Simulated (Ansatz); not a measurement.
# How methods differ on BSiH4 (SMILES [BH][SiH3])

BSiH4: 6 atoms, total charge 0, spin state doublet. As SMILES, `[BH][SiH3]`. Geometry: relaxed at GFN2-xTB.

Quantity: the vertical energy of the quartet above the doublet, in eV. The values are calculated.

```
            level                    kind  program  value (eV)  less FCI/STO-3G
       UHF/STO-3G            Hartree–Fock   Ansatz        5.36            -0.15
    USVWN5/STO-3G                     LDA   Ansatz        5.17            -0.34
     UPBE0/STO-3G           global hybrid   Ansatz        5.45            -0.06
 U-wB97M-V/STO-3G  range-separated hybrid   Ansatz        5.72            +0.21
UCAM-B3LYP/STO-3G  range-separated hybrid   Ansatz        5.69            +0.18
   RPA@PBE/STO-3G                     RPA   Ansatz        5.57            +0.06
      UMP2/STO-3G     perturbation theory   Ansatz        5.53            +0.02
    UCCSDT/STO-3G   coupled cluster or CI   Ansatz        5.51             0.00
       FCI/STO-3G      exact in the basis   Ansatz        5.51             0.00
```

FCI/STO-3G is exact within its basis and frozen core, so for wave-function methods in that basis the difference is their error; functionals converge differently with the basis, so for them it is only a difference. The values span 5.17 to 5.72 eV. All rows use very small basis sets, so even the best lies far from the true value.
